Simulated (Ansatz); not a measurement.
Calculation: frozen-core CCSD(T)/cc-pVTZ // B3LYP-D3(BJ)/def2-SVP (Ansatz, a quantum-chemistry and plane-wave program).

Ansatz 0.2 input:
```yaml
crystal:
  periodic: [false, false, false]
  atoms:
    - { symbol: N, position_ang: [0.003432, 0.001066, 0.306011] }
    - { symbol: H, position_ang: [-0.471141, -0.811797, -0.093907] }
    - { symbol: H, position_ang: [-0.46885, 0.812447, -0.099589] }
    - { symbol: H, position_ang: [0.93656, -0.001715, -0.112515] }
basis:
  gaussian: { orbitals: cc-pVTZ }
correlation:
  method: ccsd_t
```

Output:

```
Functional definition: HF
403 factors; integrals over basis functions are off by at most 1.0e-3 eV
mean field evaluation 1: about -1528.0516 eV, gradient 2.9e1 eV
mean field evaluation 2: about -1528.0518 eV, gradient 2.9e1 eV
mean field evaluation 4: about -1529.7262 eV, gradient 1.6e0 eV
mean field evaluation 8: about -1529.7371 eV, gradient 5.7e-4 eV
mean field evaluation 16: about -1529.7366 eV, gradient 2.8e-1 eV
mean field -1529.73710917 eV, -56.2168018689 hartree, gradient 8.6e-6 eV, S^2 0.000000; 0 other end points of the search recorded, 0 dependent functions left out
1 core orbitals not correlated
reference -1529.73710917 eV, -56.2168018689 hartree; 4, 4 occupied and 67, 67 virtual orbitals, 403 factors
second order -6.41932263 eV of doubles, -0.00000000 eV of singles
cycle   1  -6.60502328 eV  change   -1.9e-1 eV  update   3.9e-2
cycle   2  -6.74179884 eV  change   -1.4e-1 eV  update   1.2e-2
cycle   3  -6.76044257 eV  change   -1.9e-2 eV  update   3.9e-3
cycle   4  -6.76100973 eV  change   -5.7e-4 eV  update   9.2e-4
cycle   5  -6.76125512 eV  change   -2.5e-4 eV  update   2.8e-4
cycle   6  -6.76125816 eV  change   -3.0e-6 eV  update   1.2e-4
cycle   7  -6.76124374 eV  change    1.4e-5 eV  update   3.8e-5
cycle   8  -6.76123493 eV  change    8.8e-6 eV  update   8.2e-6
cycle   9  -6.76123061 eV  change    4.3e-6 eV  update   1.6e-6
perturbative correction -0.21126638 eV, -0.0077638961 hartree
Total energy: -1536.70960615 eV, -56.4730364068 hartree
```

Cost: about 0.6 core-seconds (a rough figure).
